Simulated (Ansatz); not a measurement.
**C₂H₂F₂O: one species, many methods**

How much do the methods differ for C₂H₂F₂O? The plan is to run it at one geometry with functionals of several rungs and with coupled cluster, and see how far each lands from CCSD(T) at the basis-set limit for the atomisation energy.

The runs use Ansatz 0.2.0, Gaussian basis; functionals in def2-TZVPP, the program's frozen cores in correlated methods.

Plan: LDA (SPW92), PBE-D4, revPBE-D4, BLYP-D4, r2SCAN-D4, B97M-V, PBE0-D4, B3LYP-D4, r2SCANh-D4, r2SCAN0-D4, HSE06-D4, BHLYP-D4, CAM-B3LYP-D4, LC-ωPBE, ωB97X-V, ωB97M-V, B2PLYP, PBE-QIDH; CCSD(T)/def2-SVP; CCSD(T)/def2-TZVPP; CCSD(T)/def2-QZVPP; extrapolation to the limit.

## Step 1: The relaxed structure

The geometry comes from an earlier relaxation with PBE0-D4 in a triple-zeta def2 set; it is a stationary point, not always the lowest conformer.

SMILES `FC1(F)CO1`, 7 atoms, charge 0, spin multiplicity 1.

Atoms are counted from 1 here; the program's logs count them from 0.

Bond lengths: F1–C2 1.331 Å, C2–F3 1.331 Å, C2–C4 1.442 Å, C2–O5 1.348 Å, C4–O5 1.467 Å, C4–H6 1.085 Å, C4–H7 1.085 Å. Angles: F1–C2–F3 108.4°, F1–C2–C4 122.3°, F1–C2–O5 116.8°, F3–C2–C4 122.3°, F3–C2–O5 116.8°, C4–C2–O5 63.3°, C2–C4–O5 55.2°, C2–C4–H6 119.6°, C2–C4–H7 119.6°, O5–C4–H6 114.3°, O5–C4–H7 114.3°, H6–C4–H7 117.6°, C2–O5–C4 61.4°.

Geometry (Å):

| atom | x (Å) | y (Å) | z (Å) |
| --- | --- | --- | --- |
| F1 | 0.26245 | -1.76484 | -0.09016 |
| C2 | -0.00235 | -0.54448 | 0.37058 |
| F3 | -0.77915 | -0.66043 | 1.44520 |
| C4 | -0.04157 | 0.61262 | -0.48835 |
| O5 | 1.03593 | 0.31062 | 0.45987 |
| H6 | -0.65460 | 1.46380 | -0.21168 |
| H7 | 0.24060 | 0.51461 | -1.53126 |

## Step 2: LDA

This LDA is Slater exchange with PW92 correlation.

Input file in.yaml:

```yaml
crystal:
  periodic: [false, false, false]
  atoms:
    - {symbol: F, position_ang: [0.262452, -1.764837, -0.090158]}
    - {symbol: C, position_ang: [-0.002352, -0.544485, 0.370584]}
    - {symbol: F, position_ang: [-0.779152, -0.660425, 1.445203]}
    - {symbol: C, position_ang: [-0.041572, 0.612615, -0.488353]}
    - {symbol: O, position_ang: [1.035930, 0.310621, 0.459865]}
    - {symbol: H, position_ang: [-0.654604, 1.463803, -0.211684]}
    - {symbol: H, position_ang: [0.240597, 0.514607, -1.531258]}
basis:
  gaussian: {orbitals: def2-TZVPP}
hamiltonian: {xc: lda}
output: {orbitals: {seedname: orbitals}}
```

Started as:

```console
$ ansatz run in.yaml --threads 2 --pin off --events-out ev --progress --plain --max-ram 32768MiB --backend cpu
```

The runs that follow: PBE-D4 (GGA); revPBE-D4 (GGA); BLYP-D4 (GGA); r2SCAN-D4 (meta-GGA); B97M-V (meta-GGA); PBE0-D4 (hybrid); B3LYP-D4 (hybrid); r2SCANh-D4 (hybrid); r2SCAN0-D4 (hybrid); HSE06-D4 (hybrid); BHLYP-D4 (hybrid); CAM-B3LYP-D4 (range-separated); LC-ωPBE (range-separated); ωB97X-V (range-separated); ωB97M-V (range-separated); B2PLYP (double hybrid); PBE-QIDH (double hybrid); CCSD(T) in def2-SVP; CCSD(T) in def2-TZVPP; CCSD(T) in def2-QZVPP.

Q: Predict the results of all the runs planned. Wanted: atomisation energy, CCSD(T)/CBS; farthest beyond LDA; mean size of error, GGA; mean size of error, meta-GGA; mean size of error, hybrid; mean size of error, range-separated; mean size of error, double hybrid; gap, smallest and largest; T1 diagnostic.

As calculated:

| quantity | value |
| --- | --- |
| atomisation energy, CCSD(T)/CBS | 679.0 kcal/mol |
| functionals within 3.4 kcal/mol (0.5 %) | B97M-V, B3LYP-D4, r2SCANh-D4, PBE-QIDH |
| farthest beyond LDA | BHLYP-D4 (-40.6 kcal/mol) |
| mean size of error, GGA | 17.5 kcal/mol |
| mean size of error, meta-GGA | 5.7 kcal/mol |
| mean size of error, hybrid | 12.8 kcal/mol |
| mean size of error, range-separated | 6.8 kcal/mol |
| mean size of error, double hybrid | 3.8 kcal/mol |
| gap, smallest and largest | 7.57 eV (LDA (SPW92)), 15.81 eV (LC-ωPBE) |
| T1 diagnostic | 0.0121 |
| triples share of the correlation energy | 3.5 % |

**Reading.** The LDA atomisation energy is off by 148.8 kcal/mol (22 %): it overbinds. PBE-D4 misses by +37.0 kcal/mol. Double hybrids carry the basis error of their MP2 part in triple zeta, and no dispersion term here, so their miss is partly the set-up's. Taken by rung, double hybrid functionals do best (3.8 kcal/mol on average) and GGA ones worst beyond LDA (17.5 kcal/mol). Misses under about 3.4 kcal/mol are within the doubt on the reference itself, which lacks core-valence correlation, relativity and higher excitations. Hartree-Fock recovers 67 % of the binding; the rest is correlation. CCSD(T) in def2-SVP is off by -33.2 kcal/mol, more than most functionals: a good method in a small basis is no reference. The gap grows from 7.6 to 15.8 eV across the functionals, mostly with the share of exact exchange.
